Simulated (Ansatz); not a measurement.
# NO, doublet: up the ladder of correlation methods

Calculated in Ansatz's Gaussian-basis code; BCCD by scripts on PySCF. Nonrelativistic, STO-3G, 2 core orbitals frozen. Perturbation and coupled-cluster methods stand on the Hartree–Fock determinant that coupled cluster favours; RHF here means ROHF, with semicanonical perturbation theory. The state met can change along the bond. A minimal or small basis: far from the basis limit. The unrestricted determinant is a mixture of spins, so it may stand for another state.

Correlation energy of CCSD(T), then each method's total less that of CCSD(T), in eV:

| case | E corr CCSD(T) | CCSD | BCCD | BCCD(T) | determinant |
| --- | --- | --- | --- | --- | --- |
| 1.209 Å RHF | -3.976 | +0.117 | +0.149 | +0.015 | – |
| 1.381 Å RHF | -5.185 | +0.158 | +0.283 | +0.020 | – |
| 1.669 Å UHF | -1.548 | +0.024 | +0.153 | +0.052 | ⟨S²⟩ = 2.213 |
| 2.129 Å RHF | -5.811 | +0.053 | – | – | 0.96 eV over the lowest such Hartree–Fock solution met |
| 3.050 Å UHF | -0.003 | 0.000 | +0.008 | +0.008 | ⟨S²⟩ = 2.749 |

Question: Give full CI less CCSD(T). Is CCSD(T) good to 1 kcal/mol?

Answer: 1.209 Å RHF: -0.061 eV (outside); 1.381 Å RHF: -0.143 eV (outside); 1.669 Å UHF: -0.124 eV (outside, spin-contaminated determinant); 2.129 Å RHF: -3.140 eV (outside, other state); 3.050 Å UHF: 0.000 eV (within, spin-contaminated determinant).

Question: Which method comes nearest to full CI in total energy for 1.209 Å RHF?

Answer: CCSD(T), 0.061 eV away; next BCCD(T) (0.076 eV), last BCCD (0.210 eV).

Coupled cluster and full CI may stand on different states here.
